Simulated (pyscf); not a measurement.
# Elimination: H₂C=OH⁺ → HC≡O⁺ + hydrogen (H₂)

Gas phase, singlet surface, charge 1. Bonds broken: C1–H5, O2–H3. Bonds formed: H3–H5. PySCF, gas phase, ωB97X-D3(BJ)/def2-SVP geometries.

Transition state (Å):

```xyz
5

C     -0.4926     0.4983    -0.6225
O     -0.2163     1.4634     0.0430
H      0.7420     0.7587    -0.7215
H     -1.4366    -0.0614    -0.8185
H      0.4354    -0.0624    -1.2724
```

One imaginary mode, 2102i cm⁻¹; descent along it reached the two sides named.

| bond | change | reactant side (Å) | saddle | product side |
|---|---|---|---|---|
| C1–H5 | breaks | 1.104 | 1.264 | 2.7 |
| O2–H3 | breaks | 0.985 | 1.414 | 3.0 |
| H3–H5 | forms | 2.263 | 1.035 | 0.762 |

Electronic energies relative to the reactant's lowest minimum found (kcal/mol):

| level | barrier | reaction energy | reverse barrier |
|---|---|---|---|
| ωB97X-D3(BJ)/def2-TZVP | 88.6 | +39.4 | 49.2 |
| PBE/def2-TZVP | 79.8 | +38.8 | 41.0 |
| r²SCAN/def2-TZVP | 84.0 | +39.1 | 44.9 |
| B3LYP-D3(BJ)/def2-TZVP | 87.5 | +38.4 | 49.0 |
| PBE0-D3(BJ)/def2-TZVP | 85.8 | +42.8 | 43.0 |
| M06-2X/def2-TZVP | 88.8 | +38.7 | 50.1 |
| ωB97M-D3(BJ)/def2-TZVP | 87.6 | +38.0 | 49.6 |
| HF/def2-TZVP | 104.6 | +39.8 | 64.8 |

With ωB97M-D3(BJ)/def2-TZVP energies and thermal terms (ideal gas, 1 atm, RRHO with modes under 100 cm⁻¹ raised to 100, one conformer, R ln 2 for chiral ones without a mode under 150 cm⁻¹), in kcal/mol:

```csv
T (K),ΔH‡,ΔG‡,ΔH,ΔG
298,81.7,81.2,+30.9,+23.4
600,81.9,80.7,+32.3,+15.3
900,81.9,80.0,+33.0,+6.6
1200,81.8,79.4,+33.2,-2.2
```

At the saddle there is also a short C–H contact that neither side keeps. One saddle was located; it need not be the lowest between these sides.
